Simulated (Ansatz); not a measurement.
Dissociation curve of SMILES [SiH3][SiH3]. The Si1–Si5 bond (Si1 also carries H, H, H; Si5 carries H, H, H) is pulled apart rigidly from the PBE0/def2-TZVP optimised geometry.

Level of theory: CCSD(T) on UHF/cc-pVDZ, frozen core (Ansatz, an electronic-structure program).

Task: Relative to R = 2.39 Å, what are the energies at R = 2.08, 2.67, 2.82, 5.67 Å?

Result: 23.2 mEh at 2.08 Å, 12.6 mEh at 2.67 Å, 24.1 mEh at 2.82 Å, 115.4 mEh at 5.67 Å.

The unrestricted determinant behind UCCSD(T) is spin-contaminated at 3.42 to 6.77 Å (<S²> up to 1.0, against 0.00 for a pure singlet).
